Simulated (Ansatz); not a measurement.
# H$_{2}$O, singlet: the ladder up to full CI

Geometry: a point of a stretch scan, not a stationary point.

```xyz
3

O     0.0000   -0.0729    0.0098
H     0.0000    0.6456   -0.9275
H     0.0000    0.5109    0.7714
```

Basis cc-pVDZ; Ansatz 0.2.0. Correlated methods freeze the noble-gas cores, which leaves 8 electrons in 23 orbitals. Prefix R: restricted or restricted open-shell reference. Active spaces: pair = (2e, 2o) about the gap; valence = (8e, 6o) chosen from the atoms' valence shells.

Full CI is exact within this basis and frozen core; it isn't the basis-set limit.

* UHF ⟨S²⟩: 0.000
* T1 diagnostic (RCCSD): 0.0084
* largest doubles amplitude (RCCSD): 0.049

| level | E − E(RHF) (eV) |
| --- | --- |
| RMP2 | -5.7003 |
| RCCSD | -5.9757 |
| RCCSD(T) | -6.0764 |

**Question.** Estimate how far full CI in cc-pVDZ lies from RCCSD(T). The table doesn't fix it; the size of (T) and the diagnostics are the guide.

**Answer.** Full CI in cc-pVDZ lies 22 meV below RCCSD(T), which is 22 % of the (T) step (-101 meV). The diagnostics are small and one determinant leads, so the series closes fast and only a small part of (T) is left.

The other levels:

```json
{"level": "CISD", "E − E(full CI) (meV)": "381", "share of correlation (%)": "93.75", "wall time": "0.28 s"}
{"level": "BCCD(T)", "E − E(full CI) (meV)": "23", "share of correlation (%)": "99.62", "wall time": "0.27 s"}
{"level": "RCCSDT", "E − E(full CI) (meV)": "17", "share of correlation (%)": "99.72", "wall time": "–"}
{"level": "RCCSDT(Q)", "E − E(full CI) (meV)": "-1", "share of correlation (%)": "100.01", "wall time": "0.73 s"}
{"level": "RCCSDTQ", "E − E(full CI) (meV)": "1", "share of correlation (%)": "99.99", "wall time": "8.5 s (H100)"}
{"level": "CASSCF (pair space)", "E − E(full CI) (meV)": "5235", "share of correlation (%)": "14.17", "wall time": "–"}
{"level": "NEVPT2 (pair space)", "E − E(full CI) (meV)": "318", "share of correlation (%)": "94.78", "wall time": "0.31 s"}
{"level": "MRCISD (pair space)", "E − E(full CI) (meV)": "269", "share of correlation (%)": "95.59", "wall time": "–"}
{"level": "MRCISD+Q (pair space)", "E − E(full CI) (meV)": "34", "share of correlation (%)": "99.45", "wall time": "0.37 s"}
{"level": "CASSCF (valence space)", "E − E(full CI) (meV)": "4350", "share of correlation (%)": "28.68", "wall time": "–"}
{"level": "NEVPT2 (valence space)", "E − E(full CI) (meV)": "603", "share of correlation (%)": "90.10", "wall time": "0.18 s"}
{"level": "MRCISD (valence space)", "E − E(full CI) (meV)": "169", "share of correlation (%)": "97.23", "wall time": "–"}
{"level": "MRCISD+Q (valence space)", "E − E(full CI) (meV)": "9", "share of correlation (%)": "99.85", "wall time": "0.55 s"}
```

The correlation energy at full CI, counted from RHF, is -6.099 eV. That run took 18 s on 2 threads of AMD EPYC 7R13 with a shared H100 80 GB, shared host over 39,205,625 determinants.

Times hold each run's SCF and search for its determinant on a shared host, so for small cases they say little of a method's own cost; rows without a card ran on 1 thread of AMD EPYC 7R13.

The full-CI state has the irrep A' of Cs, in the program's axes.

Natural occupations of full CI about the gap: 1.983 1.971 1.962 1.942 0.050 0.028 0.018 0.012 0.006 0.006; effectively unpaired electrons, Σ n²(2−n)², 0.04.
